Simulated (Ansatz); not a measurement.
in.yaml

```yaml
crystal:
  periodic: [false, false, false]
  atoms:
    - {symbol: Ge, position_ang: [-0.768186, -0.005495, 0.003531]}
    - {symbol: F, position_ang: [3.127673, 0.022373, -0.014377]}
    - {symbol: H, position_ang: [-1.207611, 1.463370, 0.006471]}
    - {symbol: H, position_ang: [-1.185959, -0.745326, 1.279769]}
    - {symbol: H, position_ang: [-1.197690, -0.743733, -1.269732]}
basis:
  gaussian: {orbitals: cc-pVDZ}
magnetization: {spin_polarized: false}
correlation: {method: ccsdt_q, electrons: outside_noble_gas}
```

```sh
$ ansatz run in.yaml --threads 1 --pin off --events-out ev --progress --plain --max-ram 2393MiB
```

The program prints:

```
1026 factors; integrals over basis functions are off by at most 1.7e-7 eV
mean field evaluation 1: about -59215.8216 eV, gradient 4.2e1 eV
mean field evaluation 2: about -59215.8306 eV, gradient 4.2e1 eV
mean field evaluation 4: about -59218.1319 eV, gradient 2.2e1 eV
mean field evaluation 8: about -59219.4858 eV, gradient 3.1e0 eV
mean field evaluation 16: about -59219.5382 eV, gradient 2.2e-6 eV
mean field evaluation 32: about -59219.5381 eV, gradient 4.6e-2 eV
mean field -59219.53815139 eV, -2176.2778866190 hartree, gradient 3.3e-6 eV, S^2 0.000000; 0 other end points of the search recorded, 0 dependent functions left out; unrestricted orbitals would lower it
unrestricted determinant -59223.13434665 eV, -2176.4100443573 hartree, S^2 1.0000
15 core orbitals not correlated: weight in the atoms' cores, before any rotation towards them, 1.000 or more for the frozen orbitals, at most 0.000 for the correlated occupied ones
reference -59219.53815139 eV, -2176.2778866190 hartree; 7, 7 occupied and 34, 34 virtual orbitals, 1026 factors
second order -8.78198283 eV of doubles, -0.00000000 eV of singles
cycle   1  -8.39219563 eV  change   -4.3e-1 eV  update   2.5e-1
cycle   2  -9.51457817 eV  change    -1.1e0 eV  update   2.2e-1
cycle   3  -9.03838044 eV  change    4.8e-1 eV  update   3.0e-1
cycle   4  -10.21865839 eV  change    -1.2e0 eV  update   3.1e-1
...
cycle  70  -10.97170354 eV  change   -2.2e-4 eV  update   1.8e-2
cycle  71  -10.97174308 eV  change   -4.0e-5 eV  update   1.6e-4
cycle  72  -10.97184117 eV  change   -9.8e-5 eV  update   4.5e-5
cycle  73  -10.97219132 eV  change   -3.5e-4 eV  update   3.6e-5
cycle  74  -10.97220123 eV  change   -9.9e-6 eV  update   5.3e-5
cycle  75  -10.97220509 eV  change   -3.9e-6 eV  update   2.6e-5
cycle  76  -10.97220592 eV  change   -8.3e-7 eV  update   9.2e-6
cycle  77  -10.97220577 eV  change    1.4e-7 eV  update   9.9e-7
cycle  78  -10.97220575 eV  change    2.9e-8 eV  update   6.0e-7
cycle  79  -10.97220576 eV  change   -1.2e-8 eV  update   9.9e-8
perturbative correction -0.20743144 eV, -0.0076229648 hartree
WARN: these amplitudes may be one of several solutions (largest doubles amplitude 1.19, level shift 13.17 eV)
Total energy: -59230.71778859 eV, -2176.6887307081 hartree
```

Ran on 1 thread of Intel Xeon 6975P-C, shared host: 31 s wall, 0.41 GiB peak host memory.
